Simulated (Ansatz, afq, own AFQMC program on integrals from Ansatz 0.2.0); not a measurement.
Sb⁺, triplet in def2-TZVP, levels against full CI

A free Sb cation.

Basis def2-TZVP with its core potentials. Noble-gas cores (and the filled d shells of Ga–Kr and In–Xe) are frozen. Integrals, coupled cluster, full CI and functionals: Ansatz 0.2.0; the random walks run on the same integrals in our own AFQMC program. The CISD trial takes its coefficients from CCSD amplitudes. Released means that phaseless walkers are propagated on without the constraint, phases kept. Uncertainties: one standard error, sampling alone. No spin–orbit coupling.

Determinant: UHF, the one that the program's search chose, which needn't be the lowest solution.

Full CI on the same integrals is exact in this basis and with this determinant's frozen core.

Cautions: no spin-orbit coupling; inner d shell frozen.

The T1 diagnostic is 0.0074, the weight of the determinant in the CISD state is 0.953 and the ⟨S²⟩ of the determinant is 2.010. The size of the correlated space is 4 electrons in 41 orbitals.

```json
{"level": "MP2", "correlation energy (eV)": "-1.2398"}
{"level": "CCSD", "correlation energy (eV)": "-1.5989"}
{"level": "CCSD(T)", "correlation energy (eV)": "-1.6365"}
```

Problem. Estimate where full CI lies against CCSD(T) on the same integrals.

Solution. 1.1 kJ/mol below CCSD(T).

Reference: full CI, correlation energy -1.648 eV. The released energy is read at 2.40 1/Eh (meV from the phaseless value at times in 1/Eh: -1.2 ± 0.5 at 0.24, -1.7 ± 0.4 at 0.51, -2.0 ± 0.3 at 0.99, -1.2 ± 0.5 at 1.62, -2.5 ± 0.6 at 2.40).

| level | E − E(reference) (kJ/mol) | share of correlation (%) |
| --- | --- | --- |
| CCSD(T) | 1.1 | 99.29 |
| CCSDT | 0.1 | 99.95 |
| CCSDT(Q) | 0.0 | 99.99 |
| ph-AFQMC/CISD | 0.2 ± 0.1 | 99.87 |
| released AFQMC | 0.0 ± 0.05 | 100.02 |

CCSDT and higher add their correlation energy to the determinant of the CCSD(T) run, since their own runs factorise the integrals more tightly (a shift of under 2 meV). A walk keeps the symmetry of its determinant, which the program's search chose and which needn't be the lowest solution, so a lower state of the same spin and another symmetry isn't excluded. Released energies are given only where the last usable release times agree within the noise; a slower fall can still hide under it.
